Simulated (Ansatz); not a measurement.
**Which isomer of CH4AlN gives these data?**

These gas-phase data were calculated for one isomer of CH4AlN at PBE0-D3(BJ)/def2-SVP (harmonic, unscaled wavenumbers; equilibrium rotational constants with average atomic masses):

- rotational constants: 49.72, 5.343, 4.976 GHz
- all wavenumbers above 1500 cm⁻¹: 3560, 3106, 3070, 3004

Candidates:

(1) `C[NH][Al]`, a singlet
(2) `[CH]1=[NH+][AlH2-]1`, a singlet

Which candidate do the data belong to?

Candidate (1). No mode falls between 1700 and 2050 cm⁻¹, where the Al–H stretch of (2) would stand.

The same quantities for all candidates:

```tsv
	rotational constants (GHz)	wavenumbers above 1500 cm⁻¹	E above the lowest, PBE0-D3(BJ)/def2-SVP (kcal/mol)
(1)	49.72, 5.343, 4.976	3560, 3106, 3070, 3004	0.0
(2)	28.55, 8.177, 7.056	3468, 3101, 1938, 1936, 1631	24.6
```

Each candidate is one conformer. Programs: Ansatz 0.2.0.
